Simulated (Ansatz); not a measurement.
```yaml
crystal:
  periodic: [false, false, false]
  atoms:
    - {symbol: Cu, position_ang: [0.000000, 0.000000, 0.000000]}
    - {symbol: O, position_ang: [0.000000, 0.000000, -1.492095]}
    - {symbol: O, position_ang: [0.000000, 0.000000, 1.492095]}
basis:
  gaussian: {orbitals: def2-TZVP}
magnetization: {spin_polarized: true, initial_magnetization: 1}
hamiltonian: {xc: pbe0}
relax: {f_tol: 0.004, max_steps: 80}
```

```sh
$ ansatz run in.yaml --threads 1 --pin off --events-out ev --progress --plain --max-ram 2176MiB
```

Steps of the relaxation (energy above the last step; positions in Å, forces in eV/Å):

```
3
step 1, 1792.9 meV
Cu    0.000    0.000    0.000    0.000    0.000    0.671
O     0.000    0.000   -1.492    0.000    0.000  -10.220
O     0.000    0.000    1.492    0.000    0.000    9.550
```

```
3
step 2, 613.8 meV
Cu    0.000    0.000    0.002    0.000    0.000    0.473
O     0.000    0.000   -1.575    0.000    0.000   -5.068
O     0.000    0.000    1.573    0.000    0.000    4.595
```

```
3
step 3, 75.4 meV
Cu    0.000    0.000    0.006    0.000    0.000    0.073
O     0.000    0.000   -1.668    0.000    0.000   -1.442
O     0.000    0.000    1.661    0.000    0.000    1.369
```

```
3
step 5, 2.2 meV
Cu    0.000    0.000    0.000    0.000    0.000    0.423
O     0.000    0.000   -1.722    0.000    0.000   -0.205
O     0.000    0.000    1.722    0.000    0.000   -0.218
```

```
3
step 7, 0.0 meV
Cu    0.000    0.000    0.007    0.000    0.000    0.001
O     0.000    0.000   -1.725    0.000    0.000   -0.002
O     0.000    0.000    1.718    0.000    0.000    0.001
```

Close pairs at the end: Cu1–O3 1.710 Å, Cu1–O2 1.732 Å.

A stationary point of unrestricted PBE0 after 7 steps, with ⟨S²⟩ = 1.722 against 0.75 for a pure state; no frequencies were run, so it isn't proven a minimum. 1.9 min on 1 thread of Intel Xeon Platinum 8488C, shared host.
